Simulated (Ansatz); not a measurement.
A structure drawn as `C#CC(C)N`, with this starting geometry:

Cartesian coordinates in Å:
```
C -0.644 -2.199 0.249
C -0.481 -1.099 0.010
C -0.281 0.299 -0.313
C 0.070 1.145 0.926
N 0.702 0.463 -1.373
H -0.778 -3.307 0.499
H -1.267 0.761 -0.669
H 0.226 2.180 0.696
H 1.078 0.740 1.383
H -0.614 1.043 1.744
H 0.427 -0.091 -2.137
H 1.561 0.065 -1.013
```

The species carries charge 0 and has multiplicity 1.

Problem. Does it keep its bonds when Ansatz relaxes it at PBE-D4/def2-SVP and then PBE0-D4/def2-TZVP?

Solution. Yes, every drawn bond is still there and no new one forms.

Problem. Give the relaxed structure. (Estimate.)

Solution. Computed: 
```xyz
12

C    -0.531   -0.206   -2.309
C    -0.400    0.060   -1.145
C    -0.197    0.393    0.269
C    -0.303   -0.850    1.142
N     1.069    1.070    0.532
H    -0.651   -0.441   -3.341
H    -0.995    1.085    0.563
H    -0.188   -0.568    2.189
H     0.484   -1.563    0.883
H    -1.265   -1.344    1.002
H     1.142    1.900   -0.044
H     1.835    0.464    0.259
```
All modes are real.

Atoms count as bonded under 1.1 times the sum of their covalent radii (H–H under 0.85 Å, pairs among N, O and F under 1.55 Å), and a drawn bond as lost past 1.3 times.
